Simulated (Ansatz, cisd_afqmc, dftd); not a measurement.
Reaction: C2H6 (SMILES CC) → C2H5 (SMILES C[CH2], doublet) + H (doublet) (the C-H bond breaks)
Each species at its own B3LYP-D3(BJ)/def2-TZVP minimum (Ansatz, a first-principles code).

Property: bond dissociation energy (electronic), in kJ/mol. Open shells are spin-unrestricted; no spin-orbit coupling. Correlated methods leave the cores frozen. Rows without X2C or -DK are non-relativistic. The Monte Carlo rows (phaseless AFQMC, CISD trial, step 0.005/hartree) carry one-sigma bars that omit the constraint's bias. Outlying blocks are dropped, and bars are widened where a walk drifts. Over all cases where full CI ran beside it in this data, AFQMC minus full CI had a median of +0.1 mEh and passed +0.4 mEh in a tenth of the cases. CBS(X,Y): correlation extrapolated as X^-3, Hartree-Fock from the larger set (Q,5: extrapolated as (X+1)exp(-9√X)). A bracket is a step between two methods taken in the basis named. Functionals run without relativity, which enters their misses. 'core' is core correlation in cc-pwCVTZ, 'X2C' scalar relativity in cc-pVTZ-DK, both at CCSD(T). For partners of very few electrons the exact lower level stands in for a higher one.

| level | program | bond dissociation energy (kJ/mol) | difference against the last row |
|---|---|---|---|
| HF/cc-pV5Z | Ansatz | 346.5 | -109.4 |
| PBE0-D4/def2-TZVPD | Ansatz + dftd4 | 438.5 | -17.4 |
| MP2/CBS(cc-pVQZ,cc-pV5Z) | Ansatz | 456.2 | 0.3 |
| CCSD/cc-pVQZ | Ansatz | 450.5 | -5.4 |
| CCSDT(Q)/cc-pVDZ | Ansatz | 439.4 | -16.5 |
| AFQMC/CISD/cc-pVDZ | cisd_afqmc | 437.1 ± 1.2 | -18.8 |
| CCSD(T)/CBS(cc-pVQZ,cc-pV5Z) + [CCSDT(Q) - CCSD(T)]/cc-pVDZ + core + X2C | Ansatz | 455.9 | 0.0 |
